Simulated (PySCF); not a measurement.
Job file and geometry (Å, from PBE0-D3(BJ)/def2-TZVP) of an NMR shielding run on Chlorine Oxoborane (SMILES O=BCl), GIAO PBE0/pcSseg-2 NMR shielding, non-relativistic, gas phase (PySCF 2.14.0, density-fitted response routines); density fitting, a coarse starting grid and PySCF grid level 2 are the driver's defaults:

```
$ OMP_NUM_THREADS=1 python probes_run.py task.json out

{"job": {"kind": "nmr", "xc": "PBE0", "basis": "pcSseg-2"}, "charge": 0, "multiplicity": 1}
O     -1.271118     0.214205    -0.143599
B     -0.084603     0.012118    -0.152877
Cl     1.571526    -0.272361    -0.165554
```

Question: What does the program print?

Answer: 
```
coarse grid: 3800 points
cycle   1  E = -560.0010047271  dE =  4.332e-01  |g| = 8.438e-01  |ddm| = 1.415e+00
cycle   2  E = -559.1514699582  dE =  8.495e-01  |g| = 2.151e+00  |ddm| = 1.241e+00
cycle   3  E = -560.1428115632  dE = -9.913e-01  |g| = 6.956e-02  |ddm| = 9.724e-01
cycle   4  E = -560.1440497603  dE = -1.238e-03  |g| = 3.635e-02  |ddm| = 7.924e-02
cycle   5  E = -560.1443022868  dE = -2.525e-04  |g| = 8.564e-03  |ddm| = 2.785e-02
cycle   6  E = -560.1443145475  dE = -1.226e-05  |g| = 2.530e-03  |ddm| = 4.714e-03
cycle   7  E = -560.1443159025  dE = -1.355e-06  |g| = 7.847e-04  |ddm| = 1.905e-03
final grid: 34168 points
cycle   8  E = -560.1484847223  dE = -1.876e-05  |g| = 1.072e-02  |ddm| = 1.654e-02
cycle   9  E = -560.1484113648  dE =  7.336e-05  |g| = 2.244e-02  |ddm| = 1.212e-02
cycle  10  E = -560.1485041712  dE = -9.281e-05  |g| = 8.884e-04  |ddm| = 8.603e-03
cycle  11  E = -560.1485042773  dE = -1.061e-07  |g| = 1.149e-04  |ddm| = 4.080e-04
cycle  12  E = -560.1485042797  dE = -2.382e-09  |g| = 3.813e-05  |ddm| = 9.438e-05
cycle  13  E = -560.1485042799  dE = -2.753e-10  |g| = 1.241e-05  |ddm| = 2.764e-05
converged SCF energy = -560.1485042799

GIAO shielding tensors (ppm)
atom      isotropic    diamagn.    paramagn.     s11        s22        s33       span
  0 O       93.276     388.783    -295.507    -66.572    -66.571    412.971    479.543
  1 B       84.564     207.096    -122.532     13.889     13.889    225.914    212.025
  2 Cl     995.571    1147.947    -152.376    917.725    917.731   1151.257    233.532
```

Question: Turn these shieldings into chemical shifts. Referencing at the same level of theory: $^{17}$O (σ = 329.54 ppm) vs H2O; $^{11}$B (σ = 98.70 ppm) vs BF3·OEt2; $^{35}$Cl (σ = 945.66 ppm) vs HCl.

Answer: Averaging equivalent atoms: O 0: 236.3; B 1: 14.1; Cl 2: -50 ppm. Experimental scales use liquid or dissolved standards, which lie at an offset from isolated H2O (liquid H2O: subtract about 36 ppm).

Size and cost of the density-fitted run: 115 basis functions, 4.1 s wall time on 1 thread of an Arm Neoverse V1, shared host; peak memory 0.48 GiB.
